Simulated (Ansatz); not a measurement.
Species: C₂H₃O, charge 0, doublet. C2H3O (SMILES O=C[CH2], doublet).
B3LYP-D3(BJ)/def2-TZVP minimum from Ansatz (a first-principles code):
```
C
O 1 1.2320
H 1 1.1046 2 120.09
C 1 1.4198 3 116.82 2 -180.00
H 4 1.0821 1 121.11 3 0.00
H 4 1.0821 5 119.53 1 180.00
```
Charge 0, spin multiplicity 2.

Total energies in hartree (Ansatz). UHF or UKS for unpaired electrons; spin-orbit terms are left out. Correlated methods leave the cores frozen. No relativity. Where a partner has so few electrons that a lower coupled-cluster level is exact, that level stands in. The UHF reference of C2H3O ([CH2]C=O, doublet) is spin-contaminated (<S^2> up to 0.18 over the pure value in the sets run).

| species | HF/aug-cc-pVTZ | CCSD(T)/aug-cc-pVTZ | HF/aug-cc-pVQZ | CCSD(T)/aug-cc-pVQZ | CCSD(T)/aug-cc-pVDZ | CCSDT(Q)/aug-cc-pVDZ |
|---|---|---|---|---|---|---|
| 1: C2H3O (SMILES [CH2]C=O, doublet) | -152.35981 | -152.93618 | -152.36932 | -152.97464 | -152.80509 | -152.80782 |
| 2: O (triplet) | -74.81298 | -74.97895 | -74.81763 | -74.99527 | -74.92565 | -74.92599 |
| 3: C (triplet) | -37.69181 | -37.78183 | -37.69335 | -37.78687 | -37.76487 | -37.76529 |
| 4: H (doublet) | -0.49982 | -0.49982 | -0.49995 | -0.49995 | -0.49933 | -0.49933 |

Work out the atomisation energy (electronic, to ground-state atoms) in kcal/mol: take Hartree-Fock from aug-cc-pVQZ, extrapolate the CCSD(T) correlation energy as X^-3 (X = 3, 4), and add CCSDT(Q) - CCSD(T) in aug-cc-pVDZ. 1 hartree = 627.51 kcal/mol.


Species 1: correlation (64·(-0.60532) - 27·(-0.57637))/37 = -0.62645; step -0.00273; E1 = -152.36932 + (-0.62645) + (-0.00273) = -152.99850
Species 2: correlation (64·(-0.17764) - 27·(-0.16597))/37 = -0.18616; step -0.00034; E2 = -74.81763 + (-0.18616) + (-0.00034) = -75.00413
Species 3: correlation (64·(-0.09352) - 27·(-0.09002))/37 = -0.09607; step -0.00042; E3 = -37.69335 + (-0.09607) + (-0.00042) = -37.78984
Species 4: correlation (64·(0.00000) - 27·(0.00000))/37 = 0.00000; step +0.00000; E4 = -0.49995 + (0.00000) + (+0.00000) = -0.49995
-1·E1 +1·E2 +2·E3 +3·E4 = 0.91484 hartree = 574.1 kcal/mol.
